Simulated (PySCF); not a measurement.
These 2 structures share the formula C4H7Cl. Method used: PBE0-D3(BJ)/def2-SVP geometry optimisation, gas phase (PySCF). Energies are electronic, without zero-point or thermal terms, for one conformer each. No frequencies were run at this level. Point groups hold within 0.08 Å.

Question: Order them by energy at this level, lowest first, and give relative energies in kJ/mol.
A. `[CH2:1]=[C:2]([Cl:3])[CH2:4][CH3:5]` with C1–C2–C4–C5 116°
B. `[CH3:1]/[CH:2]=[CH:3]/[CH2:4][Cl:5]` with C2–C3–C4–Cl5 117°

Answer: A (0.0), B (7.8).

Neighbours under 10 kJ/mol apart (C=C(Cl)CC and C/C=C/CCl) can change places with a better method, another conformer or zero-point energy.

```csv
SMILES,E (Eh),E rel (kJ/mol),dipole (D),point group,"A, B, C (MHz)"
C=C(Cl)CC,-616.22736,0.0,1.50,C1,"5122, 3219, 2177"
C/C=C/CCl,-616.22437,7.8,2.29,C1,"14673, 1475, 1422"
```

Question: How do the relative energies change in single points at PBE0/pcSseg-1 (no added dispersion term) on the same geometries?

Answer: 
| SMILES | PBE0-D3(BJ)/def2-SVP (kJ/mol) | PBE0/pcSseg-1 (kJ/mol) | shift |
| --- | --- | --- | --- |
| C=C(Cl)CC | 0.0 | 0.0 | 0.0 |
| C/C=C/CCl | 7.8 | 1.3 | -6.5 |

Each column counts from its own lowest isomer. The order is unchanged; the largest shift is 6.5 kJ/mol.

Question: As an exercise, what shares would exp(−E/RT) give at 1000 K from these electronic energies alone (no entropy, no degeneracies)?

Answer: RT = 8.314 kJ/mol: C=C(Cl)CC 72.0 %, C/C=C/CCl 28.0 %.
